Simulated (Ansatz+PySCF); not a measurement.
# singlet C₃H₄: levels of theory in one basis

```csv
atom,x (Å),y (Å),z (Å)
C,0.0000,0.0000,-0.8550
C,0.0000,0.6483,0.4979
C,0.0000,-0.6483,0.4979
H,0.9187,0.0000,-1.4638
H,-0.9187,0.0000,-1.4638
H,0.0000,1.5897,1.0414
H,0.0000,-1.5897,1.0414
```

Basis set: def2-SVP (spherical functions). Left uncorrelated: 3 orbitals. Charge 0, multiplicity 1.

Computed with Ansatz (development build ahead of 0.2.0); each method stands on the lowest determinant of its kind that the runs found. NEVPT2 correlates all electrons. Active spaces start from the frontier orbitals, and the lowest solution found is given.

| method | E − E(RHF) (eV) | <S²> of the determinant |
| --- | --- | --- |
| RHF | 0.00 | 0.00 |
| RHF-CCSD | -11.75 | – |
| RHF-CCSD(T) | -12.19 | – |
| CASSCF(2,2) | -0.75 | – |
| SC-NEVPT2(2,2) | -11.25 | – |

(1) What does RHF-MP2 give on the same scale?

(2) Is a single determinant a sound starting point here?

Results:

(1) -10.96 eV.

(2) By this sign, yes. Unrestricted orbitals gain 0.00 eV and <S²> is 0.00 against 0.00 for a pure state. The CASSCF(2,2) natural occupations are 1.92, 0.08.
